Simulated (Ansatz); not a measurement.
Born–Oppenheimer molecular dynamics of H7NSSi (10 atoms, charge 0, multiplicity 1). It starts from a rough guess of a transition structure, not a stationary point.

Theory: UHF/6-31G* in Ansatz 0.2.0.

```yaml
ensemble: NVE (velocity Verlet)
time_step: 0.5 fs
steps_asked: 150
starting_velocities_drawn_for: 300 K
seed: 327393
```

First frame:

```xyz
10
Properties=species:S:1:pos:R:3
Si -0.273 -0.553 0.028
S 1.656 1.070 0.112
H 0.316 -1.615 -0.763
H -1.003 -0.233 1.243
N -1.369 0.102 -1.127
H 1.690 -0.389 1.163
H 1.030 -1.105 1.264
H 1.147 1.792 1.102
H -2.012 0.847 -0.906
H -1.182 0.084 -2.117
```

(1) How far do the bonds stretch over the last three quarters of this one trajectory? (Pairs bonded in most of those frames.)

Results:

(1) 
| bond | mean (Å) | spread (Å) | shortest | longest |
| --- | --- | --- | --- | --- |
| Si1–S2 | 2.196 | 0.171 | 1.96 | 2.48 |
| Si1–H3 | 1.476 | 0.011 | 1.45 | 1.49 |
| Si1–H4 | 1.478 | 0.021 | 1.43 | 1.51 |
| Si1–N5 | 1.723 | 0.042 | 1.65 | 1.79 |
| S2–H8 | 1.330 | 0.016 | 1.31 | 1.35 |
| N5–H9 | 0.999 | 0.013 | 0.98 | 1.02 |
| N5–H10 | 0.998 | 0.013 | 0.98 | 1.02 |
| H6–H7 | 0.768 | 0.116 | 0.59 | 0.93 |

Mean temperature of the second half: 2731 K. The conserved energy stayed within 2.2 meV per atom of its start (net change -0.45 meV per atom), so there is no drift, though single steps change it by up to 24 meV in the whole system, a sign of fast motions only just resolved. The system heated up, since it started high on the potential surface and ran downhill. A run of 0.075 ps of so small a system gives no equilibrium averages. The orbitals stay closed-shell, which can raise the energy where a bond breaks towards radicals; this wasn't checked here.

Time of the run: 3.5 min on 1 thread of AMD EPYC 7R13 Processor (Zen 3), on a shared host, peak memory 0.15 GiB.
